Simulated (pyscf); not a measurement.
Optimised with ωB97X-D3(BJ)/def2-SVP in PySCF. MP2 and CC: frozen core, UHF for open shells. ΔMP2 is the change of the MP2 total energy from the triple- to the quadruple-zeta basis.

Task: For H₂C=C=CH₂ + HF → HC≡C–CH₃ + HF, a concerted two-bond exchange (singlet surface; C–H, F–H broken, C–H, F–H formed), PBE/def2-TZVP gives ΔE‡ = 150.4 kJ/mol and ΔE = +13.3 kJ/mol (zero: the separated reactants). In which direction and how far do r²SCAN/def2-TZVP, ωB97M-D3(BJ)/def2-TZVP, CCSD(T)/def2-TZVPP + ΔMP2(QZVPP) move these?

Result: r²SCAN: ΔE‡ = 161.2 kJ/mol, ΔE = +10.6 kJ/mol; ωB97M-D3(BJ): ΔE‡ = 191.1 kJ/mol, ΔE = +1.3 kJ/mol; CCSD(T): ΔE‡ = 206.1 kJ/mol, ΔE = -5.4 kJ/mol. PBE's barrier lies under all of them, by 10.8 to 55.7 kJ/mol. Its reaction energy lies over all of them, by 2.7 to 18.7 kJ/mol. Low barriers are usual for a GGA, whose delocalisation error favours stretched bonds. On the reactant side the descent ends in a complex, 21.3 kJ/mol under the separated species and 213.7 kJ/mol under the saddle at ωB97X-D3(BJ)/def2-TZVP. On the product side the descent ends in a complex, 27.3 kJ/mol under the separated species and 219.0 kJ/mol under the saddle at ωB97X-D3(BJ)/def2-TZVP. At ωB97X-D3(BJ) the barrier from the zero used here is 192.4 kJ/mol. One saddle was located; it need not be the lowest between these sides. The CCSD(T) − MP2 part came from Ansatz, without density fitting, on the same reference.
